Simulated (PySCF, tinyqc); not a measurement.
Worked calculation: CISD on RHF in the sto-6g basis, for HF, spin multiplicity 1. The lowest restricted solution is unstable here: a spin-polarised one lies 0.1494 hartree lower (PySCF). One step of it, computed by the program tinyqc.

Task: CISD: determinants and Hamiltonian. Slater-Condon rules over spin orbitals, with the nuclear repulsion added and E(HF) subtracted on the diagonal. Only determinants linked to the reference directly or through others are kept (one block of an abelian symmetry group), so some states are absent.

one-electron integrals over orbitals h = C^T H C (hartree):
```
[[-40.705871, 0.744727, 0.000000, 0.000000, -0.049517, -0.057891],
 [0.744727, -9.151053, 0.000000, 0.000000, 0.250015, 0.353414],
 [0.000000, 0.000000, -8.511574, 0.000000, 0.000000, 0.000000],
 [0.000000, 0.000000, 0.000000, -8.511574, 0.000000, 0.000000],
 [-0.049517, 0.250015, 0.000000, 0.000000, -6.044186, 2.707624],
 [-0.057891, 0.353414, 0.000000, 0.000000, 2.707624, -5.595390]]
```

Two-electron integrals over orbitals (pq|rs), unique and non-zero (hartree):
```
(11|11) 5.383059    (21|11) -0.544129   (21|21) 0.088612    (22|11) 1.275765
(22|21) -0.025642   (22|22) 0.896691    (31|31) 0.030332    (32|31) 0.040612
(32|32) 0.194322    (33|11) 1.265994    (33|21) -0.014524   (33|22) 0.909446
(33|33) 0.998085    (41|41) 0.030332    (42|41) 0.040612    (42|42) 0.194322
(43|43) 0.053789    (44|11) 1.265994    (44|21) -0.014524   (44|22) 0.909446
(44|33) 0.890506    (44|44) 0.998085    (51|11) 0.038729    (51|21) -0.006344
(51|22) 0.001916    (51|33) 0.000981    (51|44) 0.000981    (51|51) 0.015617
(52|11) -0.057881   (52|21) 0.001908    (52|22) -0.030627   (52|33) -0.033037
(52|44) -0.033037   (52|51) 0.020798    (52|52) 0.109870    (53|31) -0.002635
(53|32) -0.011105   (53|53) 0.029111    (54|41) -0.002635   (54|42) -0.011105
(54|54) 0.029111    (55|11) 0.803878    (55|21) -0.007420   (55|22) 0.622425
(55|33) 0.608569    (55|44) 0.608569    (55|51) -0.000328   (55|52) -0.000030
(55|55) 0.596790    (61|11) 0.043632    (61|21) -0.007155   (61|22) 0.001992
(61|33) 0.001174    (61|44) 0.001174    (61|51) -0.014758   (61|52) -0.021090
(61|55) 0.001393    (61|61) 0.015956    (62|11) -0.064675   (62|21) 0.002011
(62|22) -0.035747   (62|33) -0.036881   (62|44) -0.036881   (62|51) -0.020019
(62|52) -0.094069   (62|55) -0.015177   (62|61) 0.019718    (62|62) 0.091111
(63|31) -0.002863   (63|32) -0.012015   (63|53) -0.026155   (63|63) 0.026393
(64|41) -0.002863   (64|42) -0.012015   (64|54) -0.026155   (64|64) 0.026393
(65|11) -0.485183   (65|21) 0.007161    (65|22) -0.307287   (65|33) -0.301138
(65|44) -0.301138   (65|51) 0.000919    (65|52) 0.041623    (65|55) -0.079267
(65|61) -0.002128   (65|62) 0.012348    (65|65) 0.291442    (66|11) 0.763627
(66|21) -0.007498   (66|22) 0.584021    (66|33) 0.571981    (66|44) 0.571981
(66|51) 0.004528    (66|52) 0.022059    (66|55) 0.593225    (66|61) -0.003514
(66|62) -0.029849   (66|65) -0.032295   (66|66) 0.604807
```

nuclear repulsion = 2.64441693 hartree

Hartree-Fock energy = -99.23985484 hartree

Give: determinants; H - E(HF) between determinants.

Result:

Occupation strings over the orbitals (2 doubly, a alpha, b beta, 0 empty; spin orbitals ordered 1a 1b 2a 2b ...): 222220 2222ab 2a222b a2222b 2222ba 2b222a b2222a 222202 2a22b2 a222b2 222022 220222 2b22a2 202222 ab2222 b222a2 ba2222 022222

H - E(HF) between determinants (hartree), order 222220, 2222ab, 2a222b, a2222b, 2222ba, 2b222a, b2222a, 222202, 2a22b2, a222b2, 222022, 220222, 2b22a2, 202222, ab2222, b222a2, ba2222, 022222:
```
[[0.000, 0.000, 0.000, 0.000, 0.000, 0.000, 0.000, 0.291, -0.012, 0.002, 0.026, 0.026, 0.012, 0.091, -0.020, -0.002, 0.020, 0.016],
 [0.000, 0.165, -0.010, -0.007, -0.291, -0.012, 0.002, 0.047, 0.042, 0.001, 0.026, 0.026, -0.015, 0.094, -0.020, -0.005, 0.021, 0.015],
 [0.000, -0.010, 1.037, 0.027, -0.012, -0.091, -0.020, -0.042, -0.275, 0.007, 0.012, 0.012, 0.094, 0.006, 0.002, 0.021, -0.006, 0.007],
 [0.000, -0.007, 0.027, 25.640, 0.002, -0.020, -0.016, -0.001, 0.007, -0.453, 0.003, 0.003, 0.020, -0.002, -0.035, 0.015, 0.007, -0.047],
 [0.000, -0.291, -0.012, 0.002, 0.165, -0.010, -0.007, -0.047, -0.015, -0.005, -0.026, -0.026, 0.042, -0.094, 0.021, 0.001, -0.020, -0.015],
 [0.000, -0.012, -0.091, -0.020, -0.010, 1.037, 0.027, 0.042, 0.094, 0.021, -0.012, -0.012, -0.275, -0.006, -0.006, 0.007, 0.002, -0.007],
 [0.000, 0.002, -0.020, -0.016, -0.007, 0.027, 25.640, 0.001, 0.020, 0.015, -0.003, -0.003, 0.007, 0.002, 0.007, -0.453, -0.035, 0.047],
 [0.291, 0.047, -0.042, -0.001, -0.047, 0.042, 0.001, 0.346, 0.032, 0.012, 0.029, 0.029, -0.032, 0.110, -0.021, -0.012, 0.021, 0.016],
 [-0.012, 0.042, -0.275, 0.007, -0.015, 0.094, 0.020, 0.032, 1.253, 0.027, 0.011, 0.011, -0.110, 0.062, 0.002, -0.021, 0.009, 0.006],
 [0.002, 0.001, 0.007, -0.453, -0.005, 0.021, 0.015, 0.012, 0.027, 25.857, 0.003, 0.003, -0.021, -0.002, -0.090, -0.016, 0.006, -0.028],
 [0.026, 0.026, 0.012, 0.003, -0.026, -0.012, -0.003, 0.029, 0.011, 0.003, 0.558, 0.054, -0.011, 0.194, -0.041, -0.003, 0.041, 0.030],
 [0.026, 0.026, 0.012, 0.003, -0.026, -0.012, -0.003, 0.029, 0.011, 0.003, 0.054, 0.558, -0.011, 0.194, -0.041, -0.003, 0.041, 0.030],
 [0.012, -0.015, 0.094, 0.020, 0.042, -0.275, 0.007, -0.032, -0.110, -0.021, -0.011, -0.011, 1.253, -0.062, 0.009, 0.027, 0.002, -0.006],
 [0.091, 0.094, 0.006, -0.002, -0.094, -0.006, 0.002, 0.110, 0.062, -0.002, 0.194, 0.194, -0.062, 2.408, -0.009, 0.002, 0.009, 0.089],
 [-0.020, -0.020, 0.002, -0.035, 0.021, -0.006, 0.007, -0.021, 0.002, -0.090, -0.041, -0.041, 0.009, -0.009, 27.210, 0.006, -0.089, 0.509],
 [-0.002, -0.005, 0.021, 0.015, 0.001, 0.007, -0.453, -0.012, -0.021, -0.016, -0.003, -0.003, 0.027, 0.002, 0.006, 25.857, -0.090, 0.028],
 [0.020, 0.021, -0.006, 0.007, -0.020, 0.002, -0.035, 0.021, 0.009, 0.006, 0.041, 0.041, 0.002, 0.009, -0.089, -0.090, 27.210, -0.509],
 [0.016, 0.015, 0.007, -0.047, -0.015, -0.007, 0.047, 0.016, 0.006, -0.028, 0.030, 0.030, -0.006, 0.089, 0.509, 0.028, -0.509, 55.740]]
```
